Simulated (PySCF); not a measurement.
phenol (C6H6O), SMILES c1cccc(c1)O.

Geometry: TPSSh-D3(BJ)/def2-SVP. Other conformers were not sampled.

The numbers are results of TPSSh-D3(BJ)/def2-SVP (PySCF 2.14.0), not measurements.

Harmonic, unscaled wavenumbers; measured fundamentals usually lie a few per cent lower.

| mode | ν (cm⁻¹) | IR (km/mol) | moving atoms (share of kinetic energy) |
|---|---|---|---|
| 1 | 230 | 0.8 | C 57 %, O 26 %, H 16 % |
| 2 | 388 | 106.1 | H 91 %, O 8 % |
| 3 | 399 | 10.2 | C 42 %, O 38 %, H 20 % |
| 4 | 420 | 0.0 | C 73 %, H 27 % |
| 5 | 518 | 7.4 | C 65 %, H 31 % |
| 6 | 528 | 1.0 | C 60 %, O 33 % |
| 7 | 623 | 0.4 | C 90 %, H 8 % |
| 8 | 703 | 18.1 | C 57 %, H 43 % |
| 9 | 766 | 51.7 | H 56 %, C 43 % |
| 10 | 827 | 0.0 | H 79 %, C 21 % |
| 11 | 832 | 16.9 | C 65 %, O 24 %, H 11 % |
| 12 | 896 | 6.0 | H 67 %, C 33 % |
| 13 | 979 | 0.0 | H 73 %, C 27 % |
| 14 | 1003 | 0.1 | H 77 %, C 23 % |
| 15 | 1005 | 1.2 | C 89 %, H 11 % |
| 16 | 1044 | 4.2 | C 55 %, H 45 % |
| 17 | 1088 | 15.0 | H 65 %, C 35 % |
| 18 | 1167 | 5.6 | H 92 % |
| 19 | 1179 | 9.6 | H 89 %, C 10 % |
| 20 | 1189 | 136.8 | H 78 %, C 13 %, O 9 % |
| 21 | 1309 | 84.4 | C 60 %, H 23 %, O 17 % |
| 22 | 1353 | 17.2 | H 75 %, C 24 % |
| 23 | 1395 | 18.2 | C 90 %, H 9 % |
| 24 | 1503 | 22.9 | C 62 %, H 36 % |
| 25 | 1536 | 65.3 | C 66 %, H 32 % |
| 26 | 1652 | 29.0 | C 90 %, H 9 % |
| 27 | 1669 | 61.7 | C 91 %, H 9 % |
| 28 | 3157 | 15.8 | H 92 %, C 8 % |
| 29 | 3179 | 0.1 | H 92 % |
| 30 | 3187 | 17.5 | H 92 %, C 8 % |
| 31 | 3202 | 18.2 | H 91 %, C 9 % |
| 32 | 3208 | 4.7 | H 91 %, C 9 % |
| 33 | 3783 | 57.7 | H 94 % |
